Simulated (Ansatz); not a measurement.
CH$_{4}$BN (`BC=N`), relaxed with RKS PBE-D4/def2-SVP in the Gaussian-basis code of Ansatz from a rough embedded geometry. The force threshold is 0.03 eV/Å; the program also tests the step.

Charge 0, multiplicity 1.

Start:

```xyz
7

B     0.386   -0.896   -0.505
C    -0.197    0.410   -0.034
N    -0.269    0.599    1.215
H     0.795   -1.687    0.210
H     0.479   -1.137   -1.714
H    -0.536    1.166   -0.759
H    -0.658    1.545    1.586
```

By how much does the energy fall, and how many steps does the optimiser take? (An estimate is asked.)

Computed: 6.27 kcal/mol, in 5 steps, 1 of them rejected.

Which bonds change most? (Best estimate.)

Computed: B1–H4 from 1.142 to 1.214 Å; B1–C2 from 1.506 to 1.573 Å; N3–H7 from 1.088 to 1.041 Å; C2–N3 from 1.265 to 1.296 Å.

Give the relaxed structure. (Best estimate.)

Ansatz gave: 
```xyz
7

B     0.407   -0.917   -0.547
C    -0.195    0.431   -0.005
N    -0.254    0.610    1.277
H     0.806   -1.743    0.249
H     0.471   -1.129   -1.744
H    -0.563    1.209   -0.723
H    -0.673    1.539    1.493
```
